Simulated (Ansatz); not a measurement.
```yaml
crystal:
  periodic: [false, false, false]
  atoms:
    - {symbol: C, position_ang: [0.376956, 1.325521, 0.114559]}
    - {symbol: N, position_ang: [0.070635, 0.472453, 1.300852]}
    - {symbol: N, position_ang: [-0.231732, -0.740106, 1.183487]}
    - {symbol: C, position_ang: [-0.286295, -1.255436, -0.247745]}
    - {symbol: H, position_ang: [1.217535, 0.897550, -0.562927]}
    - {symbol: H, position_ang: [0.603161, 2.284567, 0.439203]}
    - {symbol: H, position_ang: [-0.598000, 1.297874, -0.499418]}
    - {symbol: H, position_ang: [-0.650936, -2.371793, -0.168506]}
    - {symbol: H, position_ang: [-1.044490, -0.784759, -0.799351]}
    - {symbol: Xx, position_ang: [0.588342, -1.223439, -0.762797]}
basis:
  gaussian: {orbitals: pcseg-2}
hamiltonian: {xc: {name: PBE0}}
```

```sh
$ ansatz run in.yaml --threads 2 --pin off --events-out ev --progress --plain --max-ram 22528MiB --backend cpu
```

Output, abridged:

```
Error: YAML parse error: error: line 13 column 16: `Xx` is not an element symbol (H … Og, case-exact)
11 |     - {symbol: H, position_ang: [-0.650936, -2.371793, -0.168506]}
12 |     - {symbol: H, position_ang: [-1.044490, -0.784759, -0.799351]}
13 |     - {symbol: Xx, position_ang: [0.588342, -1.223439, -0.762797]}
14 | basis:
15 |   gaussian: {orbitals: pcseg-2}
```

In this input an element symbol is wrong. The input was rejected before any iteration.
